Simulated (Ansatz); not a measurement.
**AlCCl+ (quartet): from Hartree-Fock to the top rungs, def2-QZVPP**

An exercise on one series of results from a longer session: the logs are not shown, and one member is left open.

Computed with Ansatz 0.2.0, Gaussian basis. Level: def2-QZVPP, core rule «outside noble gas», up to 11 orbitals frozen.

Plan: UHF; ROHF; CCSD(T) on UHF.

2 further runs of the same task are left out: 2 set aside as unsound or not needed.

### The system

The geometry is a PBE0/def2-TZVP stationary point (not a proven minimum) of the parent state, kept for this charge and spin.

3 atoms, charge 1, spin multiplicity 4.

Atoms are counted from 1 here; the program's logs count them from 0.

Bond lengths: Al1–C2 1.945 Å, C2–Cl3 1.645 Å. Angles: Al1–C2–Cl3 180.0°.

Set-up of the first run:

Contents of in.yaml:

```yaml
crystal:
  periodic: [false, false, false]
  atoms:
    - {symbol: Al, position_ang: [0.000000, 0.000000, 1.845217]}
    - {symbol: C, position_ang: [0.000000, 0.000000, -0.099904]}
    - {symbol: Cl, position_ang: [0.000000, 0.000000, -1.745313]}
basis:
  gaussian: {orbitals: "def2-QZVPP.json"}
total_charge: 1
magnetization: {spin_polarized: true, initial_magnetization: 3}
hamiltonian: {xc: hf}
output: {orbitals: {seedname: orbitals}}
```

Command:

```bash
> ansatz run in.yaml --threads 1 --pin off --events-out ev --progress --plain --max-ram 2393MiB
```

Steps of the session up to this table: UHF; ROHF; CCSD(T) on UHF.

One of the session's tables, all rows but one given; the rest of the session is left out.

It belongs to the step «Misses and costs». 

```
  method  from UCCSD(T) (meV)
    ROHF             +11147.1
     UHF             +10865.2
    UMP2              +1357.0
   UCCSD                    ?
UCCSD(T)                    0
```

Q: Estimate the row for UCCSD from the others.

The run gave: from UCCSD(T) (meV): +572.3. In the column «from UCCSD(T) (meV)» it lies between UCCSD(T) (0) and UMP2 (+1357.0).
